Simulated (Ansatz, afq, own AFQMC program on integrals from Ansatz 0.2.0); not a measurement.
Where AFQMC and coupled cluster stand for NHO, singlet

```yaml
atoms:
  - { symbol: N, position_ang: [0.0000, -0.1189, 0.5226] }
  - { symbol: O, position_ang: [0.0000, 0.0594, -0.5189] }
  - { symbol: H, position_ang: [0.0000, 0.7103, 0.9742] }
```

Connectivity, by distances: NH–O.

Basis cc-pVDZ. Only valence electrons are correlated. AFQMC by an in-house program on the Cholesky factors that Ansatz 0.2.0 writes for its CCSD(T) run. The CISD trial takes its coefficients from CCSD amplitudes. Released means that phaseless walkers are propagated on without the constraint, phases kept. Error bars are statistical, one sigma.

Determinant: RHF, the one that the program's search chose, which needn't be the lowest solution. The geometry is a point of a scan.

No full CI on the walks' own integrals is used here; CCSDT(Q) serves as the reference and is uncertain by about the last step of the cluster series.

Cautions: higher spins were not checked; restricted determinant unstable towards unrestricted (UHF 16 meV lower, ⟨S²⟩ 0.20).

```
T1 diagnostic                               : 0.0108
weight of the determinant in the CISD state : 0.906
size of the correlated space                : 12 electrons in 31 orbitals
```

```tsv
level	correlation energy (eV)
MP2	-8.6797
CCSD	-9.1058
CCSD(T)	-9.3330
```

(1) Estimate where phaseless AFQMC with a CISD trial lies against CCSD(T) on the same integrals.

(1) 3.8 ± 1.2 kJ/mol below CCSD(T).

Reference: CCSDT(Q), correlation energy -9.369 eV. The released energy is read at 2.40 1/Eh (meV from the phaseless value at times in 1/Eh: 12 ± 13 at 0.24, 5 ± 11 at 0.51, 5 ± 15 at 0.99, -15 ± 18 at 1.62, -4 ± 21 at 2.40).

| level | E − E(reference) (kJ/mol) | share of correlation (%) |
| --- | --- | --- |
| CCSD(T) | 3.5 | 99.61 |
| CCSDT | 2.5 | 99.72 |
| ph-AFQMC/CISD | -0.3 ± 1.2 | 100.04 |
| released AFQMC | -0.7 ± 2.0 | 100.08 |

A walk keeps the symmetry of its determinant, which the program's search chose and which needn't be the lowest solution, so a lower state of the same spin and another symmetry isn't excluded. Released energies are given only where the last usable release times agree within the noise; a slower fall can still hide under it.
